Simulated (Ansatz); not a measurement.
**hcp La (model structure): lattice parameter c by level of theory**

No measured value is used here.

Problem. Put these levels in order of the lattice parameter c that they give for hcp La (model structure), smallest first: HSE06 (Ansatz, a first-principles code), LDA (Ansatz), PBE (Ansatz), PBEsol (Ansatz).

Solution. LDA (5.903 Å), PBEsol (5.974 Å), PBE (6.106 Å), HSE06 (6.177 Å)

HSE06: exact exchange on metals is sensitive to the k mesh and can open a false gap. K meshes differ between the levels. Ansatz's density-functional and Hartree–Fock values are scalar-relativistic unless marked +SOC, with PAW data made under PBE.

A model structure was made by putting elements into a prototype or built by hand; here it ended with the formula and space group of a phase in our tables.
